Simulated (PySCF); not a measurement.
**A diatomic session: CH**

One table from this session's results is given with a row withheld; the runs are named, their logs left out.

Method: H def2-SVP, C def2-SVP, no relativity; program: PySCF 2.14.0.

The first run:

A driver script around PySCF takes these settings:

| Property | Result |
| --- | --- |
| atoms | H, C |
| charge | 0 |
| basis | H def2-SVP, C def2-SVP |
| Hamiltonian | no relativity |
| basis functions | 19 |
| electrons treated | 7 |
| masses in u | 1.0078, 12.0000 |
| levels | PBE0, PBE, r²SCAN, revPBE, PW91, BLYP, LC-ωPBE, HF, MP2, SCS-MP2, CCSD, CCSD(T) |
| grid | 80 radial by 434 angular points |
| occupations | held fixed by the projection of orbital angular momentum |
| dissociation limit | H + C, each in its ground configuration |
| starting distance in angstrom | 1.030 |
| values of 2S to try | 1, 3 |

Command:

```
OMP_NUM_THREADS=1 python dia.py task.json out
```

Among the steps run: The job; The PBE0 curve of the state that the search chose; Higher solutions at PBE0; PBE (GGA); r²SCAN (meta-GGA); revPBE (GGA); PW91 (GGA); BLYP (GGA); LC-ωPBE (range-separated hybrid); UHF (mean field); MP2 and coupled cluster.

One table of the session follows, with a row left open; its other results are not shown here.

Energy (eV) from each level's lowest point:

| R (Å) | UHF | UHF-MP2 | UHF-SCS-MP2 | UHF-CCSD | UHF-CCSD(T) |
| --- | --- | --- | --- | --- | --- |
| 0.976 | 0.393 | 0.442 | 0.450 | n/a | n/a |
| 1.022 | 0.157 | 0.190 | 0.196 | 0.214 | 0.218 |
| 1.067 | 0.034 | 0.051 | 0.055 | 0.066 | 0.068 |
| 1.101 | 0.000 | 0.005 | 0.007 | 0.013 | 0.014 |
| 1.135 | 0.006 | 0.000 | 0.000 | 0.000 | 0.000 |
| 1.169 | ? | ? | ? | ? | ? |
| 1.214 | 0.140 | 0.107 | 0.102 | 0.086 | 0.083 |
| 1.271 | 0.307 | 0.255 | 0.248 | 0.217 | 0.212 |
| 1.339 | 0.558 | 0.485 | 0.474 | 0.423 | 0.415 |
| 1.430 | 0.942 | 0.849 | 0.834 | n/a | n/a |

Estimate the missing values for R (Å) = 1.169.

Worked estimate for «UHF». A straight line through the neighbours (1.135, 0.006) and (1.214, 0.140) gives 0.006 + (0.140 − 0.006) × (1.169 − 1.135) / (1.214 − 1.135) = 0.064; a parabola fitted to 4 rows on both sides gives 0.049.

**Answer.** UHF: 0.046; UHF-MP2: 0.028; UHF-SCS-MP2: 0.026; UHF-CCSD: 0.020; UHF-CCSD(T): 0.018. In «UHF» the line misses by +0.018 and the parabola by +0.003.

State 2 has its PBE0 minimum 0.41 eV higher. The other levels ran on the lowest alone.
